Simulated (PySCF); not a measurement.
C3H3NS.
InChI=1S/C3H3NS/c4-1-3-2-5-3/h3H,2H2/t3-/m1/s1

The closed-shell ground state was solved at several levels (PySCF, density fitting, gas phase, non-relativistic). Isolated species at its PBE0-D3(BJ)/def2-SVP geometry, gas phase.

| level | basis functions | HOMO (eV) | LUMO (eV) | gap (eV) | dipole (D) |
| --- | --- | --- | --- | --- | --- |
| CAM-B3LYP/def2-SVPD | 131 | -8.85 | -0.13 | 8.72 | 3.82 |
| PBE0/pcSseg-1 | 107 | -7.48 | -1.12 | 6.36 | 3.77 |

(1) Estimate the row for PBE/pcSseg-2, a basis of 229 functions; the other rows only guide the guess.

(2) Over all these levels, which gives the widest orbital gap and which the narrowest?

(3) How far do the dipole and the HOMO energy spread over the levels?

Answers

(1) HOMO -6.22 eV, LUMO -2.20 eV, gap 4.02 eV, dipole 3.75 D.

(2) CAM-B3LYP/def2-SVPD (range-separated hybrid) has the widest, 8.72 eV, and PBE/pcSseg-2 (GGA) the narrowest, 4.02 eV. Functional and basis both differ between the two, so the spread mixes both effects.

(3) The dipole runs from 3.75 to 3.82 D (mean 3.78 D) and the HOMO from -8.85 to -6.22 eV.
